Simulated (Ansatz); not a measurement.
# SiNHO+ (doublet): wave-function methods side by side, cc-pVDZ

The task here is to estimate one member of a computed series from the others.

The runs use Ansatz 0.2.0, Gaussian basis; cc-pVDZ, core rule «outside noble gas», up to 7 orbitals frozen.

Plan: UHF; CCSD(T) on ROHF; CCSD(T) on UHF; BCCD(T) on ROHF; CISD; CCSDT(Q) on ROHF; CCSDT(Q) on UHF.

4 further runs of the same task are left out: 4 set aside as unsound or not needed.

### The geometry

The geometry is a PBE0/def2-TZVP stationary point (not a proven minimum) of the parent state, kept for this charge and spin.

4 atoms, charge 1, spin multiplicity 2.

Atoms are counted from 1 here; the program's logs count them from 0.

Bond lengths: O1–N2 1.332 Å, O1–H4 0.966 Å, N2–Si3 1.554 Å. Angles: N2–O1–H4 106.3°, O1–N2–Si3 173.8°.

The first run:

Input file in.yaml:

```yaml
crystal:
  periodic: [false, false, false]
  atoms:
    - {symbol: O, position_ang: [-0.000007, -0.287198, 0.960799]}
    - {symbol: N, position_ang: [0.000023, -0.154683, -0.364392]}
    - {symbol: Si, position_ang: [-0.000004, -0.166852, -1.918552]}
    - {symbol: H, position_ang: [-0.000012, 0.608733, 1.322146]}
basis:
  gaussian: {orbitals: cc-pVDZ}
total_charge: 1
magnetization: {spin_polarized: true, initial_magnetization: 1}
hamiltonian: {xc: hf}
output: {orbitals: {seedname: orbitals}}
```

The run is started by

```
$ ansatz run in.yaml --threads 1 --pin off --events-out ev --progress --plain --max-ram 4096MiB --backend cpu
```

Steps of the session up to this table: UHF; CCSD(T) on ROHF; CCSD(T) on UHF; BCCD(T) on ROHF; CISD; CCSDT(Q) on ROHF; CCSDT(Q) on UHF.

One table of the session follows, with a row left open; its other results are not shown here.

```
   method  from UCCSDT(Q) (meV)
     ROHF                     ?
      UHF              +12003.6
     RMP2               +1267.0
     UMP2               +1288.3
     CISD               +1794.9
    RCCSD                +486.1
    UCCSD                +481.6
 RCCSD(T)                 +80.9
 UCCSD(T)                 +82.4
  BCCD(T)                 +79.3
   RCCSDT                 +51.6
   UCCSDT                 +51.2
RCCSDT(Q)                  +6.3
UCCSDT(Q)                     0
```

**Question.** Estimate the row for ROHF.

As computed: from UCCSDT(Q) (meV): +12142.6. In the column «from UCCSDT(Q) (meV)» it is the highest.

To keep in mind: Restricted and unrestricted rows rest on different reference determinants; where their highest levels disagree by more than a few hundredths of an eV, they describe different states and don't form one ladder.
